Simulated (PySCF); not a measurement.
Planning a geometry optimisation on trifluoroacetaldehyde (`O=CC(F)(F)F`).

Method: PBE0-D3(BJ)/def2-TZVP geometry optimisation, gas phase (PySCF 2.14.0). Work: geometry optimisation from a GFN2-xTB start, density fitting. The input is one job of a driver script: a line of settings, then coordinates in Å.

Input:
```
{"job": {"xc": "PBE0", "basis": "def2-TZVP", "d3": "d3bj", "grid": 2, "kind": "geom"}, "charge": 0, "multiplicity": 1}
O      1.473341    -0.986782    -0.655182
C      0.913399    -0.029614    -0.234818
C     -0.592109    -0.007525     0.137409
F     -0.741825     0.325855     1.427264
F     -1.201227    -1.170697    -0.058737
F     -1.231952     0.921541    -0.586794
H      1.383708     0.952126    -0.056220
```

Hardware: one thread, Arm Neoverse V1 (aarch64), shared host with 32 logical CPUs at a one-minute load of 30. PySCF's memory limit was set to 1600 MB.

The basis has 192 functions.

Task: What wall time should be expected on this hardware?

Result: About 62 s. The run took 7 energy-and-gradient evaluations and 60 SCF cycles, 8.9 s an evaluation on average.

Task: Estimate the peak memory.

Result: About 0.83 GiB. Peak memory is the resident size of the whole Python process, interpreter and libraries included.

Task: At this speed, how long would 1000 such jobs take on 32 cores, one job a core?

Result: 1000/32 gives 32 rounds of 62 s, about 33 min of wall time and 17 core-hours, if the jobs don't slow each other.

The output:
```
step   0  E = -451.29842922  max force = 0.011571
step   1  E = -451.29473958  max force = 0.023724
step   2  E = -451.29630388  max force = 0.015541
step   3  E = -451.29846332  max force = 0.006640
step   4  E = -451.29890603  max force = 0.004405
step   5  E = -451.29897199  max force = 0.001157
step   6  E = -451.29898257  max force = 0.000202
optimisation converged
```

Energies in Eh; «max force» is the largest Cartesian gradient component in Eh/bohr.

Other jobs ran on the host; a repeat could differ by tens of per cent or more.

The run converged: final energy -451.29898 Eh after 6 steps; dipole 1.68 D.
